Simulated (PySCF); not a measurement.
TDDFT beside published excitation energies

Published values to compare with (the computed states carry no symmetry labels, so the two lists aren't matched line by line):

| state | E (eV) | f | kind of transition | source |
| --- | --- | --- | --- | --- |
| 3B1(σ→π*) | 1.22 |  | vertical absorption | [1] |
| 1B1(σ→π*) | 2.59 | 0.002 | vertical absorption | [1] |
| 3A2(n.d.) | 4.31 |  | vertical absorption | [1] |
| 1A2(n.d.) | 4.40 |  | vertical absorption | [1] |

[1] computed, theoretical best estimate (aug-cc-pVTZ, frozen core, CC3 geometry), gas; Veril, Scemama, Caffarel, Lipparini, Boggio-Pasqua, Jacquemin, Loos, WIREs Comput. Mol. Sci. 2021, 11, e1517 (QUESTDB)

Species: CCl2 (singlet state).
SMILES: `Cl[C]Cl`

Theory: TDDFT CAM-B3LYP/aug-cc-pVTZ, vertical, gas phase, core orbitals frozen in the response in PySCF 2.14.0, density-fitted response routines. Geometry: PBE0-D3(BJ)/def2-TZVP; no solvent, vibrations or thermal averaging.

Computed singlets: 2.36 eV (f 0.002); 4.45 eV (f 0.000); 5.75 eV (f 0.071); 5.80 eV (f 0.020); 6.83 eV (f 0.002); 7.14 eV (f 0.004); 7.25 eV (f 0.092); 7.69 eV (f 0.129); 7.86 eV (f 0.029); 7.96 eV (f 0.035). Computed triplets (Tamm–Dancoff): 1.01, 4.23, 4.59, 5.22 eV.

Question: How does the lowest computed singlet compare with the best estimate listed for the lowest singlet (vertical absorption)?

Answer: 2.36 eV against 2.59 eV for 1B1(σ→π*) [1]: a difference of -0.23 eV. Geometry and basis of the two calculations needn't be the same.

Question: How does the lowest computed triplet compare with the best estimate listed for the lowest triplet (vertical absorption)?

Answer: 1.01 eV against 1.22 eV for 3B1(σ→π*) [1]: a difference of -0.21 eV. Geometry and basis of the two calculations needn't be the same.

n.d. means that the source names no orbital transition; it classes the state at 4.31 eV as valence and the state at 4.40 eV as valence.

The run took 5.4 s of wall time on Intel Xeon Platinum 8488C, one thread (shared host), and the process peaked at 0.49 GiB of memory.
